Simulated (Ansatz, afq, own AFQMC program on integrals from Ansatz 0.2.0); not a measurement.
# Where AFQMC and coupled cluster stand for SiGeH$_{2}$, triplet

| atom | x (Å) | y (Å) | z (Å) |
| --- | --- | --- | --- |
| Si | 0.0000 | -0.1256 | 1.5068 |
| Ge | 0.0000 | 0.0511 | -0.5968 |
| H | 0.0000 | 1.2818 | 2.0637 |
| H | 0.0000 | -1.4669 | -1.0389 |

Connectivity, by distances: SiH–GeH.

Basis cc-pVDZ. Only valence electrons are correlated. Integrals, coupled cluster, full CI and functionals: Ansatz 0.2.0; the random walks run on the same integrals in our own AFQMC program. ph-AFQMC/CISD is guided by a CISD state made of CCSD amplitudes; releasing the constraint for a short imaginary time cuts its bias at the price of noise, slowly where states lie close. Error bars are statistical, one sigma. No spin–orbit coupling.

Determinant: UHF, the one that the program's search chose, which needn't be the lowest solution. The geometry is a point of a scan.

No full CI on the walks' own integrals is used here; CCSDT(Q) serves as the reference and is uncertain by about the last step of the cluster series.

Cautions: no relativity below Rb; no spin-orbit coupling; inner d shell frozen; lower spins were not checked.

```
T1 diagnostic                               : 0.0266
weight of the determinant in the CISD state : 0.855
⟨S²⟩ of the determinant                     : 2.038
size of the correlated space                : 10 electrons in 36 orbitals
```

| level | correlation energy (eV) |
| --- | --- |
| MP2 | -4.0903 |
| CCSD | -5.1005 |
| CCSD(T) | -5.2962 |

**Question.** Estimate where AFQMC with the constraint released lies against CCSD(T) on the same integrals.

**Answer.** 5.1 ± 1.3 kJ/mol below CCSD(T).

Reference: CCSDT(Q), correlation energy -5.352 eV. The released energy is read at 2.40 1/Eh (meV from the phaseless value at times in 1/Eh: -7 ± 12 at 0.24, -14 ± 14 at 0.51, 0 ± 8 at 0.99, 13 ± 12 at 1.62, 8 ± 14 at 2.40).

```csv
level,E − E(reference) (kJ/mol),share of correlation (%)
CCSD(T),5.4,98.96
CCSDT,1.2,99.76
ph-AFQMC/CISD,-0.4 ± 1.0,100.08
released AFQMC,0.3 ± 1.3,99.94
```

A walk keeps the symmetry of its determinant, which the program's search chose and which needn't be the lowest solution, so a lower state of the same spin and another symmetry isn't excluded. Released energies are given only where the last usable release times agree within the noise; a slower fall can still hide under it.
